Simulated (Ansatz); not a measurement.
A trace of molecular dynamics of BH$_{7}$N$_{2}$ (10 atoms, charge 0, multiplicity 1).

Computed with Ansatz 0.2.0, RKS PBE-D4/def2-SVP.

- ensemble: NVE (velocity Verlet)
- starting velocities drawn for: 300 K
- seed: 11941

| time (fs) | T (K) | potential energy less start (eV) | conserved less start (meV/atom) |
| --- | --- | --- | --- |
| 0 | 300 | 0.000 | 0.00 |
| 4 | 226 | 0.076 | 0.04 |
| 8 | 214 | 0.090 | 0.09 |
| 12 | 411 | -0.114 | 0.12 |
| 16 | 884 | -0.604 | 0.08 |
| 20 | 1437 | -1.176 | -0.03 |
| 24 | 1590 | -1.334 | 0.00 |
| 28 | 1624 | -1.369 | 0.01 |
| 32 | 1597 | -1.340 | 0.03 |
| 36 | 1500 | -1.240 | 0.10 |
| 40 | 1578 | -1.321 | 0.07 |
| 44 | 1637 | -1.382 | 0.05 |
| 48 | 1671 | -1.418 | 0.01 |
| 52 | 1637 | -1.383 | -0.01 |
| 56 | 1452 | -1.190 | 0.07 |
| 60 | 1505 | -1.246 | 0.07 |
| 64 | 1569 | -1.311 | 0.04 |
| 68 | 1399 | -1.136 | 0.05 |
| 72 | 1357 | -1.092 | 0.06 |
| 76 | 1660 | -1.406 | 0.00 |
| 80 | 1801 | -1.552 | 0.00 |
| 84 | 1641 | -1.386 | 0.09 |
| 88 | 1634 | -1.378 | 0.06 |
| 92 | 1611 | -1.356 | 0.03 |
| 96 | 1523 | -1.265 | 0.02 |
| 100 | 1432 | -1.170 | 0.01 |

Task: Is this trajectory sound?

Result: The conserved energy stayed within 0.13 meV per atom of its start (net change 0.013 meV per atom), so the integration is sound. The kinetic energy rose, since the run started high on the potential surface and went downhill. It ends in pieces (BH5N2 + H2), so much of that is their flight and rotation, not heat. A run of 0.1 ps of so small a system gives no equilibrium averages. The orbitals stay closed-shell, which can raise the energy where a bond breaks towards radicals; this wasn't checked here. The time step was 0.5 fs.

Run time: 5.4 min on 1 thread of Arm Neoverse V1, with other jobs on the host, peak memory 0.099 GiB.
